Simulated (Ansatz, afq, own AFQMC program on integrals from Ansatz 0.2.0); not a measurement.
SiBrCl$_{2}$, doublet: AFQMC among the cluster methods

| atom | x (Å) | y (Å) | z (Å) |
| --- | --- | --- | --- |
| Si | 0.0343 | -0.4187 | -0.3576 |
| Cl | 1.4119 | -1.9114 | -0.0030 |
| Cl | -1.6942 | -1.2684 | -1.0922 |
| Br | 0.8526 | 1.0183 | -1.8409 |

Connectivity, by distances: Cl–Si(–Cl)–Br.

Basis def2-TZVP. Noble-gas cores (and the filled d shells of Ga–Kr and In–Xe) are frozen. Integrals, coupled cluster, full CI and functionals: Ansatz 0.2.0; the random walks run on the same integrals in our own AFQMC program. The CISD trial takes its coefficients from CCSD amplitudes. Released means that phaseless walkers are propagated on without the constraint, phases kept. ± is one standard error of the sampling. No spin–orbit coupling.

Determinant: UHF, the one that the program's search chose, which needn't be the lowest solution. The geometry is a PBE0/def2-SVP stationary point of this or a neighbouring charge and spin state.

No full CI on the walks' own integrals is used here. The released AFQMC energy serves as the reference, which it does only where one determinant dominates, the energy is flat over the last release times and near the phaseless one (40 meV or 2 meV an electron, half that with transition metals). On small molecules, where full CI could be run and the noise was under 10 meV, such values lay within 10 meV of it in 19 cases of 20, a flattering rate, since the rule was set on those same cases; what remains of the bias isn't in the error bar.

Cautions: no relativity below Rb; no spin-orbit coupling; inner d shell frozen; the released value is read at 0.90 1/Eh with a noise of 21 meV, more than in the cases checked (meV from the phaseless value at times in 1/Eh: 4 ± 15 at 0.21, -32 ± 13 at 0.42, -23 ± 16 at 0.63, 16 ± 21 at 0.90).

```
T1 diagnostic                               : 0.0128
weight of the determinant in the CISD state : 0.771
⟨S²⟩ of the determinant                     : 0.757
size of the correlated space                : 25 electrons in 130 orbitals
```

```tsv
level	correlation energy (eV)
MP2	-16.8431
CCSD	-18.1679
CCSD(T)	-18.9982
```

(1) Estimate where AFQMC with the constraint released lies against CCSD(T) on the same integrals.

(1) 63.7 ± 20.8 meV below CCSD(T).

Reference: AFQMC with the constraint released, correlation energy -19.062 ± 0.021 eV.

| level | E − E(reference) (meV) | share of correlation (%) |
| --- | --- | --- |
| CCSD(T) | 63.7 ± 20.8 | 99.67 |
| ph-AFQMC/CISD | -16.1 ± 23.9 | 100.08 |

Released energies are given only where the last usable release times agree within the noise; a slower fall can still hide under it.
